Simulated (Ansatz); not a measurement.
in.yaml

```yaml
crystal:
  periodic: [false, false, false]
  atoms:
    - {symbol: Al, position_ang: [0.000000, 0.000000, -1.981313]}
    - {symbol: O, position_ang: [0.000000, 0.000000, -0.306843]}
    - {symbol: H, position_ang: [0.000000, 0.000000, 2.288157]}
basis:
  gaussian: {orbitals: 6-31G}
magnetization: {spin_polarized: false}
hamiltonian: {pseudopotentials: {relativity: none}}
correlation: {method: dmrg, electrons: outside_noble_gas}
output: {forces: true}
```

```sh
$ ansatz run in.yaml --threads 1 --pin off --events-out ev --progress --plain --max-ram 2393MiB
```

Question: What does the program do with this input?

Answer: Refused. The input was made wrong on purpose (a method name that the input doesn't accept), so the run isn't a sound calculation of what was asked.
```
Error: YAML parse error: error: line 11 column 23: unknown variant `dmrg`, expected one of mp2, rpa, ccsd, ccsd_t, bccd, bccd_t, ccsdt, ccsdt_q, ccsdt_q_b, ccsdtq, fci, sc_nevpt2, fic_nevpt4_sd, fic_mrcisd_q, fic_mrcisd_q_relaxed
  --> <input>:11:23
   |
 9 | magnetization: {spin_polarized: false}
10 | hamiltonian: {pseudopotentials: {relativity: none}}
11 | correlation: {method: dmrg, electrons: outside_noble_gas}
   |                       ^ unknown variant `dmrg`, expected one of mp2, rpa, ccsd, ccsd_t, bccd, bccd_t, ccsdt, ccsdt_q, ccsdt_q_b, ccsdtq, fci, sc_nevpt2, fic_nevpt4_sd, fic_mrcisd_q, fic_mrcisd_q_relaxed
12 | output: {forces: true}
   |
```
